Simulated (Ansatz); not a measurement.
We consider fluorite SrCl2, described by LDA (PAW; Ansatz, a first-principles code).

Run with plane-wave cutoff 520 eV, 8×8×8 k mesh, perturbation theory, force constants from a 4×4×4 q mesh, scalar-relativistic PAW data made under PBE.

Computed at the level's own relaxed cell. Harmonic vibrational thermodynamics at fixed volume:

```
T (K)  S_vib (J/K per mol of atoms)  C_V (J/K per mol of atoms)  F_vib (eV/atom)
-----  ----------------------------  --------------------------  ---------------
0                              0.00                        0.00           0.0267
200                             ___                         ___              ___
600                             ___                         ___              ___
700                             ___                         ___              ___
800                             ___                         ___              ___
900                             ___                         ___              ___
1000                            ___                         ___              ___
```

Q: Some entries are withheld; supply them.

A: 
- 200, S_vib (J/K per mol of atoms): 27.28
- 200, C_V (J/K per mol of atoms): 22.65
- 200, F_vib (eV/atom): 0.0001
- 600, S_vib (J/K per mol of atoms): 53.63
- 600, C_V (J/K per mol of atoms): 24.67
- 600, F_vib (eV/atom): -0.1767
- 700, S_vib (J/K per mol of atoms): 57.44
- 700, C_V (J/K per mol of atoms): 24.74
- 700, F_vib (eV/atom): -0.2343
- 800, S_vib (J/K per mol of atoms): 60.74
- 800, C_V (J/K per mol of atoms): 24.79
- 800, F_vib (eV/atom): -0.2956
- 900, S_vib (J/K per mol of atoms): 63.67
- 900, C_V (J/K per mol of atoms): 24.82
- 900, F_vib (eV/atom): -0.3601
- 1000, S_vib (J/K per mol of atoms): 66.28
- 1000, C_V (J/K per mol of atoms): 24.84
- 1000, F_vib (eV/atom): -0.4274

The crystal is taken as a harmonic solid at every temperature: melting, phase changes and thermal expansion are not seen.
